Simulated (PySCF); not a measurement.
## LiF⁻: frontier orbitals

UHF at R = 1.640 Å; PySCF, spin-free X2C with a Gaussian nucleus, basis sets Li aug-cc-pVDZ-DK, F aug-cc-pVDZ-DK. State: ²Σ⁺ (doublet), unpaired electrons σ ↑. Only the outer orbitals are listed, counted within each symmetry.

```
spin  orbital  occ.  ε (eV)  on Li (%)   main shells (%)
   α       3σ     1  -33.92          3            96 F s
   α       4σ     1   -9.77          5            95 F p
   α       1π     1   -9.15          2            98 F p
   α       1π     1   -9.15          2            98 F p
   α       5σ     1   -0.38        103  74 Li s, 28 Li p
   α       2π     0    2.13        100          100 Li p
   α       2π     0    2.13        100          100 Li p
   α       6σ     0    2.27         99           92 Li p
   β       3σ     1  -33.93          3            96 F s
   β       4σ     1   -9.77          5            95 F p
   β       1π     1   -9.17          2            98 F p
   β       1π     1   -9.17          2            98 F p
   β       2π     0    2.23        100          100 Li p
   β       2π     0    2.23        100          100 Li p
   β       5σ     0    2.30        100           99 Li p
```

Problem. Which are the highest filled and the lowest empty level, where do they sit, and how wide is the gap?

Solution. Highest filled α 5σ at -0.38 eV (in %: 74 Li s, 28 Li p); lowest empty α 2π at 2.13 eV (in %: 100 Li p); the gap at UHF is 2.51 eV. An empty level above zero is unbound, and its energy depends on the basis.

```json
{
  "bond order (Mayer)": "0.41",
  "⟨S²⟩": "0.750",
  "charge on Li (Mulliken, basis-dependent)": "-0.26",
  "charge on Li (Löwdin, basis-dependent)": "-0.27",
  "dipole moment (positive dipole points towards F; it is taken about the centre of mass and depends on that origin)": "8.28 D"
}
```

Shares are Mulliken populations and can fall outside 0 to 100 %.

The state was picked by a PBE0 search and need not be the measured ground state.
